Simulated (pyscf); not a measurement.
HN=Ta(NH₂)(NH₂)–NH₂ + SiH₄ → H₂N–TaH(NH₂)(NH₂)–NH–SiH₃, an addition across a multiple bond or ene-type step (singlet surface; H–Si broken, N–Si, H–Ta formed). Structures and frequencies: ωB97X-D3(BJ)/def2-SVP in PySCF. Energies in eV from the separated reactants.

Small-basis levels: PySCF, no dispersion term, spherical d functions. AM1 to PM7: differences of heats of formation from MOPAC, which are fitted to 298 K values and so differ in kind from electronic energies by zero-point and thermal terms. GFN2-xTB: tblite. Cost: rough CPU time at the saddle relative to B3LYP/6-31G*+LANL2DZ, from one job on a shared machine.

```tsv
level	barrier	reaction energy	cost
HF/6-31G*+LANL2DZ	1.12	-0.36	0.1
BP86/6-31G*+LANL2DZ	[?]	-0.32	2
B3LYP/LANL2DZ	[?]	+0.05	0.8
B3LYP/6-31G*+LANL2DZ	0.77	-0.30	1
M06-2X/6-31G*+LANL2DZ	0.46	-0.70	3
B3LYP/6-311+G**+LANL2DZ	0.83	-0.24	2
GFN2-xTB	0.43	-1.11	under 0.02
PM6	-0.45	+0.34	under 0.02
PM7	2.40	+2.13	under 0.02
ωB97M-D3(BJ)/def2-TZVP	[?]	-0.64	–
```

**Question.** Some entries are withheld; supply them.

**Answer.** 
- BP86/6-31G*+LANL2DZ, barrier: 0.57
- B3LYP/LANL2DZ, barrier: 1.24
- ωB97M-D3(BJ)/def2-TZVP, barrier: 0.40

Against the last row the barrier runs from -0.85 (PM6) to +2.01 eV (PM7). At PM6 this geometry lies under one side, so the entry may be no barrier of that level: it is a single point on another level's saddle. ωB97M-D3(BJ)/def2-TZVP has limits of its own. At the saddle there is also a short Si–Ta contact that neither side keeps. One saddle was located; it need not be the lowest between these sides. In the def2 sets elements past Kr carry core potentials, without spin-orbit coupling.
